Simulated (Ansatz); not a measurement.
# PF (triplet): wave-function methods side by side at distance F1–P2 = 1.593 Å, 6-31G

Aim: climb from Hartree-Fock through coupled cluster and multireference methods for PF (triplet) at one geometry and basis, and see what each rung misses.

The runs use Ansatz 0.2.0, Gaussian basis; 6-31G, core rule «outside noble gas», up to 6 orbitals frozen.

Plan: UHF; CCSD(T) on ROHF; CCSD(T) on UHF; BCCD(T) on ROHF; CISD as a restricted active space (open shells left free, so some higher excitations enter); CCSDT(Q) on ROHF; CCSDT(Q) on UHF; CISDTQ; CCSDTQ on ROHF; CCSDTQ on UHF; CASSCF and MRCISD+Q, 4 electrons in 4 orbitals; CASSCF and NEVPT2, 4 electrons in 4 orbitals; CASSCF and MRCISD+Q, 12 electrons in 8 orbitals; CASSCF and MRCISD+Q(relaxed), 12 electrons in 8 orbitals; CASSCF and NEVPT2, 12 electrons in 8 orbitals; Full CI.

21 further runs of the same task are left out: 3 for a known fault of the program, 14 that didn't finish, 4 set aside as unsound or not needed. Runs told in other sessions of the task aren't counted.

### Step 1. The geometry

The geometry derives from a PBE0/def2-TZVP stationary point (not a proven minimum). One bond is set to the value named and the two fragments are kept rigid.

2 atoms, charge 0, spin multiplicity 3.

Atoms are counted from 1 here; the program's logs count them from 0.

Bond lengths: F1–P2 1.593 Å.

### Step 2. UHF

Contents of in.yaml:

```yaml
crystal:
  periodic: [false, false, false]
  atoms:
    - {symbol: F, position_ang: [0.000000, 0.000000, 0.000000]}
    - {symbol: P, position_ang: [0.000000, 0.000000, 1.593400]}
basis:
  gaussian: {orbitals: 6-31G}
magnetization: {spin_polarized: true, initial_magnetization: 2}
hamiltonian: {xc: hf}
output: {orbitals: {seedname: orbitals}}
```

Command:

```sh
> ansatz run in.yaml --threads 1 --pin off --events-out ev --progress --plain --max-ram 2393MiB
```

Further steps of the session: CCSD(T) on ROHF; CCSD(T) on UHF; BCCD(T) on ROHF; CISD as a restricted active space (open shells left free, so some higher excitations enter); CCSDT(Q) on ROHF; CCSDT(Q) on UHF; CISDTQ; CCSDTQ on ROHF; CCSDTQ on UHF; CASSCF and MRCISD+Q, 4 electrons in 4 orbitals; CASSCF and NEVPT2, 4 electrons in 4 orbitals; CASSCF and MRCISD+Q, 12 electrons in 8 orbitals; CASSCF and MRCISD+Q(relaxed), 12 electrons in 8 orbitals; CASSCF and NEVPT2, 12 electrons in 8 orbitals; Full CI.

Q: Predict the results of all the runs planned. Wanted: FCI from the RHF energy; RMP2 from FCI; UMP2 from FCI; RCCSD from FCI; RCCSD(T) from FCI; UCCSD(T) from FCI; RCCSDT(Q) from FCI; UCCSDT(Q) from FCI; NEVPT2 pair from FCI.

The runs gave:

| quantity | value |
| --- | --- |
| FCI from the ROHF energy | -4.4159 eV |
| RMP2 from FCI | +5.06 kcal/mol |
| UMP2 from FCI | +4.80 kcal/mol |
| RCCSD from FCI | +1.91 kcal/mol |
| RCCSD(T) from FCI | +0.44 kcal/mol |
| UCCSD(T) from FCI | +0.44 kcal/mol |
| RCCSDT(Q) from FCI | 0.00 kcal/mol |
| UCCSDT(Q) from FCI | -0.04 kcal/mol |
| NEVPT2 pair from FCI | +5.06 kcal/mol |
| MRCISD+Q pair from FCI | +1.19 kcal/mol |
| NEVPT2 valence from FCI | +11.19 kcal/mol |
| levels within 1 kcal/mol (43 meV) | RCCSD(T), UCCSD(T), BCCD(T), RCCSDT, UCCSDT, CISDTQ, RCCSDT(Q), UCCSDT(Q), RCCSDTQ, UCCSDTQ, MRCISD+Q(relaxed) valence |
| T1 diagnostic | 0.021 |
| effectively unpaired electrons | 2.02 |

In words: RCCSD(T) lands +0.44 kcal/mol from the yardstick (0.4 % of the correlation energy). One determinant dominates. Of the multireference levels listed MRCISD+Q(relaxed) valence comes nearest in total energy (+0.69 kcal/mol), which doesn't show that its space is the better one. These misses are within one basis, not against nature; the frozen cores of restricted and unrestricted runs differ, which can shift their rows.

Levels on UHF freeze UHF's core orbitals, full CI those of ROHF, so the U rows can settle a little off it for that reason alone.

With open shells the CI space here admits some higher excitations, so it is larger than plain CISD.
